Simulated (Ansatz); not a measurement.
Calculated with Ansatz (gas phase, PBE0-D4/def2-TZVP geometries, no zero-point term in ΔE). CCSD(T)/CBS is frozen-core, at the limit of the def2 triple- and quadruple-zeta sets. Functionals use def2-TZVPP. B3LYP here is the variant with VWN-RPA as its local correlation; programs differ in this. HSE06 is defined as in plane-wave codes. Open shells (•) are unrestricted, without spin–orbit coupling. Spin–orbit coupling would lower the free atoms: a little for S.

Consider the atomization: `SS` → 2 H• + 2 S•.

`SS`:

Z-matrix (Å, degrees):
```
S
S 1 2.046
H 1 1.347 2 98.6
H 2 1.347 1 98.6 3 -90.5
```

What is ΔE at CCSD(T)/CBS? (Best estimate.)

Computed: +1015.4 kJ/mol.

What do these levels give: HSE06-D4, B3LYP, r2SCANh, CCSD(T)/def2-SVP, HF/CBS(def2), HF/CBS(cc)? (Estimate.)

The calculation gave: HSE06-D4 1012.4, B3LYP 996.6, r2SCANh 1007.5, CCSD(T)/def2-SVP 885.3, HF/CBS(def2) 650.0, HF/CBS(cc) 650.3 kJ/mol.

Largest T1 diagnostic among the species: 0.011.

From PBE to PBE0 (25 % exact exchange), in def2-TZVPP and without D4, ΔE moves by −25.1 kJ/mol: exact exchange takes away binding that semilocal exchange gives to molecules. Leaving LDA and LC-ωPBE aside and taking each functional with its dispersion term where it has one, the values, not all of them listed here, spread over 70.8 kJ/mol, from BHLYP-D4 to PBE-D4. LDA lies +164.9 kJ/mol from PBE without D4, its usual overbinding. The D4 term adds +10.5 kJ/mol with B3LYP and +5.2 kJ/mol with PBE0; it sums over pairs of atoms, weighted by their polarisabilities, and B3LYP, whose exchange is more repulsive, gets the larger term.
